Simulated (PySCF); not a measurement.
**Functional benchmark on one molecule**

Molecule: `C(=O)F`, CHFO.

Numbering as in the mapped SMILES `[O:1]=[CH:2][F:3]`; H(Xn) means a hydrogen on atom n.

Geometry PBE0-D3(BJ)/def2-SVP throughout; GIAO in PySCF, gas phase, one conformer, non-relativistic; equivalent atoms averaged; basis pcSseg-2.

Reference values (PBE/multiwavelet basis limit; gas (isolated, no vibration); Jensen, Fla, Jonsson, Monstad, Ruud, Frediani, PCCP 2016, 18, 21145): σ(O1) = -131.4 ppm, σ(C2) = 19.5 ppm, σ(F3) = 88.9 ppm, σ(H(C2)) = 23.23 ppm.

Question: How do the functionals WP04, B97-2, BHandHLYP, CAM-B3LYP, wB97X-D, LC-wPBE perform against the reference? Times are CPU seconds on 1 thread of an Arm Neoverse V2, shared host.

Answer: 
| functional | kind | O1 | C2 | F3 | H(C2) | abs. error O | abs. error C | abs. error F | abs. error H | core-s |
| --- | --- | --- | --- | --- | --- | --- | --- | --- | --- | --- |
| WP04 | global hybrid | -133.1 | 12.7 | 126.9 | 23.82 | 1.7 | 6.8 | 38.0 | 0.59 | 2.3 |
| B97-2 | global hybrid | -120.5 | 26.7 | 125.5 | 23.49 | 10.9 | 7.2 | 36.6 | 0.26 | 2.1 |
| BHandHLYP | global hybrid | -138.2 | 24.6 | 146.5 | 23.69 | 6.8 | 5.1 | 57.6 | 0.46 | 2.1 |
| CAM-B3LYP | range-separated hybrid | -137.2 | 20.9 | 125.6 | 23.46 | 5.8 | 1.4 | 36.7 | 0.23 | 3.1 |
| wB97X-D | range-separated hybrid | -134.4 | 23.9 | 127.4 | 23.53 | 3.0 | 4.4 | 38.5 | 0.30 | 3.1 |
| LC-wPBE | range-separated hybrid | -128.9 | 23.3 | 133.4 | 23.55 | 2.5 | 3.8 | 44.5 | 0.32 | 4.2 |

For $^{17}$O the closest is WP04 (1.7 ppm) and the furthest B97-2 (10.9 ppm).

For $^{13}$C the closest is CAM-B3LYP (1.4 ppm) and the furthest B97-2 (7.2 ppm).

For $^{19}$F the closest is B97-2 (36.6 ppm, with CAM-B3LYP practically level) and the furthest BHandHLYP (57.6 ppm).

For $^{1}$H the closest is CAM-B3LYP (0.23 ppm, with B97-2 practically level) and the furthest WP04 (0.59 ppm). One molecule is a small sample, and the reference may use another geometry.
